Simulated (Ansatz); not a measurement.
CoSn3 (Cmce)

These are results of Ansatz 0.2.0, DFT PBEsol, scalar-relativistic, plane waves, PAW, not measurements.

Cutoff 420 eV; k points 6×6×6 on the computed 16-atom cell (Γ-centred); Gaussian smearing, width 0.10 eV; no spin polarisation.

The structure is relaxed at this level of theory with its symmetry kept. Whether it is the stable form of this composition wasn't checked.

```
CELL_PARAMETERS angstrom
8.37867 -3.09810 0.00000
8.37867 3.09810 0.00000
0.00000 0.00000 6.21380
ATOMIC_POSITIONS crystal
Co 0.42023 0.42023 0.00000
Co 0.92023 0.92023 0.50000
Co 0.57977 0.57977 0.00000
Co 0.07977 0.07977 0.50000
Sn 0.83645 0.16355 0.16343
Sn 0.33645 0.66355 0.33657
Sn 0.66355 0.33645 0.66343
Sn 0.16355 0.83645 0.83657
Sn 0.01724 0.65241 0.18158
Sn 0.51724 0.15241 0.31842
Sn 0.15241 0.51724 0.68158
Sn 0.65241 0.01724 0.81842
Sn 0.34759 0.98276 0.18158
Sn 0.84759 0.48276 0.31842
Sn 0.48276 0.84759 0.68158
Sn 0.98276 0.34759 0.81842
```

| Property | Result |
| --- | --- |
| Space group | Cmce (No. 64) |
| Volume per atom | 136.1 bohr³ |
| Formation energy from the elements' standard states (uncorrected) | -0.107 eV/atom |
| Kohn–Sham band gap | none (metal) |
| Density of states at the Fermi level | 4.85 states/eV per cell |
| Löwdin character within 0.5 eV of the Fermi level | Co 3d 47 %, Sn 5p 39 %, Sn 5s 10 % |
| Bulk modulus | 85 GPa |
| Its pressure derivative | 6.1 |

A ferromagnetic start lost its moments in a first run, so spin was left out; other magnetic orders weren't tried.

Cost: 9 runs of about 75 core-minutes in all, on Intel Xeon 6975P-C (Granite Rapids) (shared hosts).